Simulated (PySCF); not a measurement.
Compound: C3H3NO.
Structure used (PBE0-D3(BJ)/def2-SVP), in Å, numbered top down from 1:
```
atom  x, y, z in Å
N1     2.3553   -0.6133    0.7100
C2     1.3945   -0.1092    0.3090
C3     0.1608    0.4811   -0.1819
C4    -1.0524   -0.4361   -0.0524
O5    -2.0457   -0.2655   -0.6951
H6    -0.0576    1.3970    0.3960
H7     0.2596    0.7886   -1.2346
H8    -0.9587   -1.2608    0.6972
```

Theory: EOM-IP-CCSD/aug-cc-pVDZ in PySCF, restricted Hartree–Fock reference, 5 core orbitals frozen, non-relativistic, gas phase, PBE0-D3(BJ)/def2-SVP geometry.

Hartree–Fock orbital energies give these Koopmans values (eV): HOMO 12.30, HOMO-1 13.07, HOMO-2 13.61, HOMO-3 15.05, HOMO-4 15.72, HOMO-5 17.72, HOMO-6 18.37, HOMO-7 18.52.

Task: What vertical ionisation energies does EOM-IP-CCSD give?

Result: 
```csv
leading hole (HF orbital),Koopmans (eV),EOM-IP-CCSD (eV),change (eV),one-hole share
HOMO,12.30,10.85,-1.45,0.95
HOMO-1,13.07,12.84,-0.23,0.96
HOMO-2,13.61,13.18,-0.43,0.95
HOMO-4,15.72,13.45,-2.27,0.93
HOMO-3,15.05,14.51,-0.54,0.94
HOMO-5,17.72,16.07,-1.65,0.94
HOMO-6,18.37,16.50,-1.87,0.94
HOMO-7,18.52,17.18,-1.34,0.94
```

Task: Does the order of the lines follow the orbital energies?

Result: No: the HOMO-4 hole (13.45 eV) falls below the HOMO-3 hole (14.51 eV). The corrections run from -2.27 to -0.23 eV, with a mean of -1.22 eV over the 8 lines; no line lies above its Koopmans value.

Task: At what kinetic energies would He II light (40.81 eV) eject these electrons?

Result: 29.96 eV (HOMO), 27.97 eV (HOMO-1), 27.63 eV (HOMO-2), 27.36 eV (HOMO-4), 26.30 eV (HOMO-3), 24.74 eV (HOMO-5), 24.31 eV (HOMO-6), 23.63 eV (HOMO-7).

Task: What total energy has the lowest final state, and which wavelength reaches it?

Result: E(CCSD) + ionisation energy = -245.45058 + 0.39868 = -245.05190 Eh, at the geometry of the initial state. The threshold wavelength is 1239.84 eV nm/10.85 eV = 114.3 nm.

One root was sought for each valence orbital with −ε under 21 eV, eight at most, so deeper holes and satellites are missing; no vibrational structure.

Hardware: AMD EPYC 9R14, one thread, no GPU, on a shared host. Cost: 87 s, 2.5 GiB resident at most.

One conformer stands for the species.
